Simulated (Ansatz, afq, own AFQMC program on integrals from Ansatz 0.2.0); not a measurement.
AFQMC on a folder of integrals that Ansatz 0.2.0 wrote.

```yaml
crystal:
  periodic: [false, false, false]
  atoms:
    - {symbol: Si, position_ang: [0.000000, 0.000000, 0.529889]}
    - {symbol: C, position_ang: [0.000000, 0.000000, -1.168891]}
    - {symbol: H, position_ang: [0.000000, 1.244456, 1.327628]}
    - {symbol: H, position_ang: [0.000000, -1.244456, 1.327628]}
    - {symbol: H, position_ang: [0.000000, 0.917470, -1.745809]}
    - {symbol: H, position_ang: [0.000000, -0.917470, -1.745809]}
basis:
  gaussian: {orbitals: 6-31G}
magnetization: {spin_polarized: true, initial_magnetization: 0}
correlation: {method: ccsd_t, electrons: outside_noble_gas, hamiltonian_folder: ham}
```

```sh
$ ansatz run in.yaml --threads 1 --pin off --events-out ev --progress --plain --max-ram 1382MiB
```

afq runs on the folder ham with

```
--method phaseless --trial hf --walkers 360 --populations 1 --least-time 40 --time-step 0.005 --steps-per-block 20 --equilibration-blocks 112 --max-blocks 600 --target-error 0.00126 --factor-cut 1e-05 --start spin_pure --seed 6096 --taylor-order 6
```

Times are imaginary, in 1/Eh. The walk had a cap of 529 s.

afq prints:

```
orbitals 24  electrons 6 6  factors 170 of 395
reference energy -328.98393875 Eh
CCSD correlation -0.18324738 Eh in 10 cycles, weight of the determinant in the CISD state 0.8787
energy of the start -328.983939 Eh
 block  time / (1/Eh)  mean weight  energy / Eh
     1     0.100  1.0007  -329.014599
     2     0.200  1.0006  -329.039145
     3     0.300  1.0012  -329.061620
     4     0.400  1.0011  -329.078233
     5     0.500  1.0018  -329.088596
    10     1.000  1.0012  -329.125848
    61     6.100  1.0004  -329.149079
   121    12.100  1.0002  -329.169245
   181    18.100  1.0006  -329.155820
   241    24.100  1.0003  -329.205987
   301    30.100  1.0005  -329.167568
   361    36.100  0.9993  -329.167855
   421    42.100  0.9999  -329.172942
   481    48.100  1.0001  -329.177841
   505    50.500  1.0002  -329.161607
blocks merged  error / Eh  count
     1  0.000759  403
     2  0.001031  201
     4  0.001386  100
     8  0.001698  50
    16  0.002031  25
    32  0.002274  12
energy -329.172714 +/- 0.002031 Eh
(rows thinned)
```

The run passed its tests (sampling time, drift between the halves within three errors, error under three times the target), which doesn't prove that it has relaxed, ending at its cap on processor time.

Against this walk (error 55.3 meV) on the same determinant: CCSD(T) 15.6 meV higher (within the noise), CCSDT(Q) 8.6 meV lower (within the noise), a separate phaseless walk with a CISD trial and standard settings 9.8 ± 58.5 meV lower (within the noise). The error is statistical and leaves out the bias of the constraint.

Cautions: constraint bias not in the error; error above the target (55.3 against 34.3 meV); higher spins were not checked; an unrestricted solution with more broken spin lies lower (126 meV, ⟨S²⟩ 0.38), while this determinant keeps restricted orbitals.

The walk took 8.8 min on 1 thread of Arm Neoverse N1 (shared host). The log's last line is the phaseless energy.

CCSDT and higher add their correlation energy to the determinant of the CCSD(T) run, since their own runs factorise the integrals more tightly (a shift of under 2 meV). A walk keeps the symmetry of its determinant, which the program's search chose and which needn't be the lowest solution, so a lower state of the same spin and another symmetry isn't excluded.
